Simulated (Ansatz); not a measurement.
# Relaxing KNb₂

Theory: DFT PBE, scalar-relativistic, plane waves, PAW (Ansatz 0.2.0). Cutoff 420 eV, Γ-centred k mesh, Gaussian smearing, no spin polarisation in the final step.

KNb₂ was placed on the sites of a reported TbCd2 cell (P6/mmm, No. 191), with K in place of Tb, Nb in place of Cd, at a guessed volume.

```xyz
3
Lattice="4.7011 0.0000 0.0000 -2.3506 4.0713 0.0000 0.0000 0.0000 3.3066" Properties=species:S:1:pos:R:3 pbc="T T T"
K     0.0000    0.0000    0.0000
Nb    0.0000    2.7142    1.6533
Nb    2.3506    1.3571    1.6533
```

Steps on the 6×6×6 mesh (3 atoms). 7 of 7 steps are shown, and the free energy counts from the last. Trial steps that were taken back and renewals of the plane-wave basis can be among the rows.

```tsv
step	ΔF (meV/atom)	V (Å³/atom)	P (GPa)
1	183.2	21.10	7.30
2	74.4	22.73	-0.07
3	28.2	22.46	-0.19
4	6.9	22.04	1.09
5	2.7	22.51	-0.07
6	1.0	22.59	0.25
7	0.0	22.59	0.33
```

Steps on the 12×12×16 mesh (3 atoms). 5 of 6 steps are shown, and the free energy counts from the last.

| step | ΔF (meV/atom) | V (Å³/atom) | P (GPa) |
| --- | --- | --- | --- |
| 1 | 4.8 | 22.59 | 0.22 |
| 2 | 2.1 | 22.60 | -0.14 |
| 3 | 6.6 | 21.72 | 2.07 |
| 4 | 0.1 | 22.51 | -0.20 |
| 6 | 0.0 | 22.41 | 0.04 |

A final relaxation ran on a 12×12×16 mesh. The relaxed crystal, P6/mmm (No. 191):

```
K Nb
1.0
     5.16568    0.00000    0.00000
    -2.58284    4.47361    0.00000
     0.00000    0.00000    2.90859
K Nb
1 2
Direct
  0.00000 0.00000 0.00000
  0.33333 0.66667 0.50000
  0.66667 0.33333 0.50000
```

```yaml
Volume_per_atom: 22.41 Å³
Density: 5.56 g/cm³
Energy_over_the_elements: 1.45 eV/atom
Gap_on_the_12×12×16_mesh: 0 eV (a metal)
```

Energies over the elements count from the elements' standard structures at the same level, with no empirical corrections.

The final run used a 12×12×16 mesh on its 3-atom cell and 0.10 eV smearing. The k mesh leaves about 4 meV/atom of noise in metals.

Symmetry constrained the relaxation, so the result can be a saddle point.

Cost: 3 runs of about 1.6 core-minutes in all, on Arm Neoverse V2 (shared hosts).